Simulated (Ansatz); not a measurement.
# AlFH3P: the cost of one run

All numbers below are computed with Ansatz 0.2.0 (RKS PBE/STO-3G).

**1. The structure to begin with**

Bond lengths: F1–Al2 1.776 Å, Al2–P3 2.310 Å, Al2–H4 1.594 Å, P3–H5 1.439 Å, P3–H6 1.454 Å. Angles: F1–Al2–P3 119.8°, F1–Al2–H4 122.8°, P3–Al2–H4 117.4°, Al2–P3–H5 95.0°, Al2–P3–H6 95.3°, H5–P3–H6 96.2°.

As a file:

```xyz
6

F    -1.7889   -1.0726    0.9272
Al   -0.4844   -0.8267   -0.2522
P     1.2594    0.6032    0.2470
H    -0.4262   -1.5941   -1.6478
H     0.8772    1.6081   -0.7102
H     0.6049    1.2181    1.3899
```

**2. Relaxing end A**

File input.yaml:

```yaml
crystal:
  periodic: [false, false, false]
  atoms:
    - { symbol: F, position_ang: [-1.7889, -1.0726, 0.9272] }
    - { symbol: Al, position_ang: [-0.4844, -0.8267, -0.2522] }
    - { symbol: P, position_ang: [1.2594, 0.6032, 0.247] }
    - { symbol: H, position_ang: [-0.4262, -1.5941, -1.6478] }
    - { symbol: H, position_ang: [0.8772, 1.6081, -0.7102] }
    - { symbol: H, position_ang: [0.6049, 1.2181, 1.3899] }
basis:
  gaussian: { orbitals: STO-3G }
hamiltonian:
  xc: pbe
relax:
  f_tol: 0.015
  max_steps: 40
```

Command:

```sh
$ ansatz run input.yaml --threads 1 --pin off --max-ram 2048MiB --backend cpu --events-out ev --progress --plain --runs-dir out
```

What time and memory should one allow on 1 thread of Arm Neoverse V2, shared host?

About 7.8 s, with a peak of 0.11 GiB.
